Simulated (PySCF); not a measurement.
## Stationary points of H₃SO

Level of theory: PBE0/[S def2-TZVP, O def2-TZVP, H def2-TZVP], no relativity, density fitting, PySCF.

Relaxations began from a few typed shapes; open shells are unrestricted. The search is not exhaustive: other isomers or separated fragments can lie lower, and high-lying points may rest on an excited occupation.

| spin | group | bonds | angles | imaginary modes (cm⁻¹) | ΔE (kJ/mol) | ΔE with ZPE (kJ/mol) |
| --- | --- | --- | --- | --- | --- | --- |
| doublet | Cs | S–H 1.360 Å (×2), S–H 1.550 Å, S–O 1.499 Å | H–S–H 83.5° (×2), H–S–H 94.4°, H–S–O 106.7° (×2), H–S–O 164.6° | none | 0.0 | 0.0 |
| doublet | Cs | S–H 1.370 Å, S–H 1.470 Å (×2), S–O 1.470 Å | H–S–H 89.7° (×2), H–S–H 161.6°, H–S–O 98.4° (×2), H–S–O 115.4° | none | 11.9 | 9.3 |
| doublet | C3v | S–H 1.444 Å (×3), S–O 1.463 Å | H–S–H 116.9° (×3), H–S–O 100.3° (×3) | 1026i, 1026i | 82.3 | – |

The lowest minimum found is the doublet Cs: S–H 1.360 Å (×2), S–H 1.550 Å, S–O 1.499 Å; H–S–H 83.5° (×2), H–S–H 94.4°, H–S–O 106.7° (×2), H–S–O 164.6°.
